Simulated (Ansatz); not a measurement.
Geometry optimisation, UKS PBE0-D4/6-31G* (Ansatz 0.2.0).

input.yaml

```yaml
crystal:
  periodic: [false, false, false]
  atoms:
    - { symbol: B, position_ang: [-0.07396, -0.06996, -0.160145] }
    - { symbol: Cl, position_ang: [0.013055, -0.276326, 1.653463] }
    - { symbol: O, position_ang: [0.995678, -0.328656, -0.918388] }
    - { symbol: H, position_ang: [1.764591, -0.621418, -0.408341] }
    - { symbol: H, position_ang: [-1.096051, 0.299803, -0.644368] }
    - { symbol: H, position_ang: [0.108187, 0.044657, 4.207879] }
magnetization:
  spin_polarized: true
  initial_magnetization: 1
basis:
  gaussian: { orbitals: "6-31G*" }
hamiltonian:
  xc: pbe0
  dispersion: d4
relax:
  f_tol: 0.03
  max_steps: 50
output:
  orbitals: {}
```

Command:

```bash
$ ansatz run input.yaml --threads 2 --pin off --max-ram 3072MiB --backend cpu --events-out ev --progress --plain --runs-dir out
```

Problem. Where does it end, and by what steps?

Solution. The run converged. The force dipped under the threshold on the way, but the program's further checks kept it going. After 8 steps the energy has fallen by 0.077 eV; H6 moved furthest, 0.71 Å.

```json
{"step": "0", "energy less start (eV)": "0.0000", "largest force component (eV/Å)": "1.102", "accepted": "yes"}
{"step": "1", "energy less start (eV)": "-0.0293", "largest force component (eV/Å)": "0.673", "accepted": "yes"}
{"step": "2", "energy less start (eV)": "-0.0639", "largest force component (eV/Å)": "0.063", "accepted": "yes"}
{"step": "3", "energy less start (eV)": "-0.0719", "largest force component (eV/Å)": "0.089", "accepted": "yes"}
{"step": "4", "energy less start (eV)": "-0.0696", "largest force component (eV/Å)": "0.358", "accepted": "no"}
{"step": "5", "energy less start (eV)": "-0.0752", "largest force component (eV/Å)": "0.024", "accepted": "yes"}
{"step": "6", "energy less start (eV)": "-0.0767", "largest force component (eV/Å)": "0.013", "accepted": "yes"}
{"step": "7", "energy less start (eV)": "-0.0772", "largest force component (eV/Å)": "0.005", "accepted": "yes"}
{"step": "8", "energy less start (eV)": "-0.0773", "largest force component (eV/Å)": "0.006", "accepted": "yes"}
```

```xyz
6
Properties=species:S:1:pos:R:3
B -0.074 -0.079 -0.290
Cl -0.037 -0.271 1.472
O 1.008 -0.335 -1.039
H 1.771 -0.623 -0.517
H -1.079 0.284 -0.813
H 0.122 0.074 4.917
```

The run took 7.1 s on 2 threads of Intel(R) Xeon(R) 6975P-C (Granite Rapids), on a shared host, peak memory 0.17 GiB.
